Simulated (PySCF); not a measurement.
## Static response to an electric field

Species: C₅H₉N.
Structure used (GFN2-xTB), in Å, numbered top down from 1:
```xyz
15
C5H9N angstrom
C     -2.865   -0.318   -0.030
C     -1.714    0.046    0.503
C     -0.683    0.882   -0.194
C      0.562    0.082   -0.403
N      1.646    0.412    0.132
C      2.826   -0.369   -0.064
H     -3.576   -0.924    0.506
H     -3.152   -0.016   -1.024
H     -1.445   -0.271    1.502
H     -0.435    1.756    0.411
H     -1.067    1.208   -1.164
H      0.452   -0.814   -1.036
H      3.189   -0.688    0.914
H      3.589    0.271   -0.508
H      2.670   -1.250   -0.703
```

Level: PBE0/def2-SVPD (PySCF), static field, nuclei fixed, core orbitals frozen in the response. The polarisability tensor in these axes (au):

```
x   100.55   2.67   5.83
y     2.67  58.85   2.10
z     5.83   2.10  58.03
```

**Question.** What are the eigenvalues, a third of the trace, and Δα (Δα² = ½Σ(αi − αj)² over the three pairs)?

**Answer.** Principal values 56.09, 59.81 and 101.53 au; mean 72.48 au = 10.74 Å³ = 11.95 × 10⁻⁴⁰ C²·m²/J; Δα = 43.71 au (60 % of the mean).

**Question.** What is the dipole moment, and where does it point?

**Answer.** (-0.27, -0.91, -0.76) D, 1.22 D in size, pointing from the negative to the positive side. Measured along this direction, the outermost atoms are H10 at the negative end and H8 at the positive end.

**Question.** How large is μ²/3kT at 298 K beside α?

**Answer.** In Gaussian units μ²/3kT = 12.01 Å³ against 10.74 Å³, a ratio of 1.12; the Debye molar polarisation (4π/3)N_A(α + μ²/3kT) is 57.4 cm³/mol, leaving out the vibrational part.

**Question.** Refractivity n − 1 of an ideal gas of it at 273.15 K and 1 atm, from the electronic α?

**Answer.** N = p/kT = 2.6868 × 10¹⁹ cm⁻³, so n − 1 = 2π × N × 10.74 × 10⁻²⁴ cm³ = 1813 × 10⁻⁶ at long wavelengths.

**Question.** Traceless (Buckingham) quadrupole moment about the centre of nuclear charge: eigenvalues?

**Answer.** -4.34, 1.32, 3.02 D·Å. The values depend on the origin, since the dipole doesn't vanish. The electronic extent ⟨r²⟩ about the same centre is 872 bohr², a root-mean-square distance of 2.30 Å for the 46 electrons.

Geometry: GFN2-xTB, one conformer, isolated molecule.
